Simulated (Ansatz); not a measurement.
Basis-set extrapolation for C₈H₁₈, SMILES `CCCCCCCC` (PBE0-D4/def2-TZVP geometry, frozen core, Ansatz 0.2.0). Multiplicity 1, RHF reference.

```json
{"": "HF", "def2-TZVPP": "-313.548400", "def2-QZVPP": "-313.563303"}
{"": "MP2 correlation", "def2-TZVPP": "-1.415607", "def2-QZVPP": "-1.502702"}
{"": "CCSD(T) correlation", "def2-TZVPP": "-1.566317", "def2-QZVPP": "not run"}
```

Energies in hartree. Use E(X) = E(∞) + A·exp(−7.88·√X) for Hartree–Fock and E(X) = E(∞) + B·X^(−2.97) for correlation, with X = 3 and 4, and add CCSD(T) minus MP2 of the smaller set to the MP2 limit.

**Question.** What is the CCSD(T) energy at the basis-set limit?

**Answer.** HF limit: -313.563303 + (-0.014903) × 0.13774 = -313.56536. MP2 limit: -1.502702 + (-0.087095) × 0.74074 = -1.56722. Higher-order term: -1.566317 − (-1.415607) = -0.15071. Total: -315.28329 hartree, 442.6 kJ/mol below CCSD(T)/def2-TZVPP.
